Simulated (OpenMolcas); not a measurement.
AlO (oxoaluminum): the vertical energy of the quartet above the doublet from total energies

The species is AlO (2 atoms), meant as a doublet with charge 0. As SMILES, `[O]=[Al]`. Geometry: a GFN2-xTB relaxation, a rough one for these elements and not checked as a minimum.

```xyz
2

O     0.0000    0.0000    0.0000
Al    0.0000    0.0000    1.5700
```

Both states at this one shape; open shells run unrestricted unless said. 1 Eh = 27.2114 eV.

| level | program | doublet AlO (Eh) | quartet AlO (Eh) |
| --- | --- | --- | --- |
| ROHF/STO-3G | OpenMolcas | -312.765704 | -312.639824 |
| ROCCSD(T)/pc-2, 6 core orbitals frozen | OpenMolcas | -317.068443 | -316.920904 |

Question: Work out the vertical gap, second state less first, at each level.

Answer: 
1. ROHF/STO-3G: -312.639824 − (-312.765704) = 0.125880 Eh = 3.43 eV.
2. ROCCSD(T)/pc-2: -316.920904 − (-317.068443) = 0.147539 Eh = 4.01 eV.

No measured value is set beside it here; the levels span 3.43 to 4.01 eV. Hartree–Fock favours the state with fewer electron pairs, since it lacks pair correlation. Minimal sets are far from the basis-set limit.
